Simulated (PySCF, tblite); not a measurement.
**C₄H₅NO: geometry, infrared bands, NMR shifts and spin-spin couplings**

Aim: predict the infrared bands, NMR shifts and spin-spin couplings of C₄H₅NO (`Nc1ccco1`).

The runs use tblite 0.8.0 and PySCF 2.14.0, with density-fitted response routines of our own; the level of theory stands in each step. All values are computed, except where a source is named. Atoms count from 0, in the outputs and in this text.

### Step 1. The starting structure

11 atoms, charge 0, multiplicity 1; geometry from: force field or distance geometry start.

Bonds of the start (Å): N0–C1 1.35, C1–C2 1.36, C2–C3 1.42, C3–C4 1.38, C4–O5 1.35, O5–C1 1.36, N0–H6 1.01, N0–H7 1.01, C2–H8 1.08, C3–H9 1.08, C4–H10 1.08.

### Step 2. Geometry optimisation with GFN2-xTB

Job settings and geometry (Å):

```
{"job": {"kind": "relax", "xc": "GFN2-xTB", "basis": "xTB"}, "charge": 0, "multiplicity": 1}
N      1.985300     0.030800     0.036900
C      0.640600     0.004800     0.001300
C     -0.306500     0.978300     0.009700
C     -1.564500     0.318700    -0.036600
C     -1.273900    -1.035000    -0.034500
O      0.067100    -1.228200    -0.020800
H      2.509500     0.897100     0.057000
H      2.514000    -0.824700     0.040000
H     -0.135700     2.044000     0.026400
H     -2.554500     0.750300    -0.036800
H     -1.875900    -1.933600    -0.068500
```

Command:

```bash
$ OMP_NUM_THREADS=1 python probes_run.py task.json out
```

This one command runs all jobs of the session in turn.

**Question.** This job is followed by: GFN2-xTB harmonic vibrations, gas phase; GIAO PBE0/pcSseg-1 NMR shielding, non-relativistic, gas phase; B3LYP/pcJ-1 indirect spin-spin coupling, non-relativistic, gas phase. What will the session give for the following? strongest single infrared mode (GFN2-xTB); zero-point energy (GFN2-xTB); ¹³C shifts against TMS (PBE0/pcSseg-1); ¹H shifts against TMS (PBE0/pcSseg-1, means over atoms taken as alike); ¹⁵N shifts against NH3 (PBE0/pcSseg-1); ¹⁷O shifts against H2O (PBE0/pcSseg-1); largest coupling of the table (B3LYP/pcJ-1).

**Answer**, as computed:

```
                                                              quantity                          value
                             strongest single infrared mode (GFN2-xTB)           719 cm⁻¹, 280 km/mol
                                          zero-point energy (GFN2-xTB)                  52.8 kcal/mol
                                ¹³C shifts against TMS (PBE0/pcSseg-1)  162.1, 135.2, 118.7, 88.1 ppm
¹H shifts against TMS (PBE0/pcSseg-1, means over atoms taken as alike)     6.87, 6.49, 5.34, 3.44 ppm
                                ¹⁵N shifts against NH3 (PBE0/pcSseg-1)                       65.5 ppm
                                ¹⁷O shifts against H2O (PBE0/pcSseg-1)                      276.3 ppm
                           largest coupling of the table (B3LYP/pcJ-1)       ¹J(C,H) C4–H10, 210.8 Hz
```

**Reading.** The optimisation took 95 steps and gained 0.121 eV; among the close pairs (by a distance rule), N0–C1 changed most, from 1.345 to 1.383 Å. No mode is imaginary among the 27: a minimum at this level. The strongest single mode, at 719 cm⁻¹, is carried by H7, H6, H10, N0. GFN2-xTB is a fitted tight-binding method: band positions and strengths are rough. Its intensities can rank the bands wrongly. At PBE0/pcSseg-1: Shielding is most anisotropic at O5 (span 272 ppm, paramagnetic term -338 ppm). NICS(1)zz of -23 ppm above the planar ring from C1 marks a diatropic (aromatic) ring current. Of the pairs tabulated at B3LYP/pcJ-1, C4–H10 couples most strongly (210.8 Hz; Fermi contact 209.9 Hz).
